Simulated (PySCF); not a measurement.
**Bond curve of BO⁻**

Set-up: basis B def2-SVPD, O def2-SVPD; no relativity; PySCF 2.14. Energies in eV from B + O⁻ in their ground configurations at the same level. State: ¹Σ⁺ (singlet), closed shell.

Curves on a restricted Hartree–Fock reference rise too fast on stretching and do not dissociate correctly.

```tsv
R (Å)	r²SCAN	RHF-MP2	LDA
1.064	-7.874	-7.875	-9.095
1.113	-8.789	-8.847	-9.988
1.163	-9.307	-9.418	-10.490
1.200	-9.499	-9.646	-10.673
1.237	-9.562	-9.742	-10.728
1.274	-9.522	-9.735	-10.683
1.324	-9.349	-9.601	-10.504
1.385	-8.996	-9.293	-10.147
1.460	-8.447	-8.791	-9.595
1.559	-7.613	-8.010	-8.761
```

Question: Put a parabola through the three lowest points of the r²SCAN curve and estimate Re, k and ωe (reduced mass 6.521 u; 1 eV/Å² = 0.16022 mdyn/Å; ωe = 1302.8·√(k/μ) cm⁻¹).

Answer: Through R = 1.2, 1.237, 1.274 Å the second-order coefficient is 37.6 eV/Å², so Re ≈ 1.241 Å, k ≈ 12.1 mdyn/Å and ωe ≈ 1771 cm⁻¹. A polynomial fit of higher order to the unrounded r²SCAN energies gives Re = 1.240 Å, k = 11.6 mdyn/Å, ωe = 1739 cm⁻¹; anharmonicity and rounding make the difference.

The higher-order fit for each curve: r²SCAN: Re = 1.240 Å, ωe = 1739 cm⁻¹, De = 9.56 eV; RHF-MP2: Re = 1.252 Å, ωe = 1686 cm⁻¹, De = 9.75 eV; LDA: Re = 1.237 Å, ωe = 1738 cm⁻¹, De = 10.73 eV.

Correlated steps freeze 2 core orbitals. Correlated levels converge slowly with the basis: in double zeta they bind strong bonds too weakly, by up to about 1 eV, and carry superposition errors of some tenths. For an ion De counts to the pair picked by the measured ionisation energies or electron affinities, which need not be the lowest pair at this level. Where the molecule has an RHF reference, its open-shell atoms are computed with UHF. The highest Kohn–Sham level is positive in this anion. Much of that is self-interaction error, but it also means that the finite basis helps to hold the extra electron.
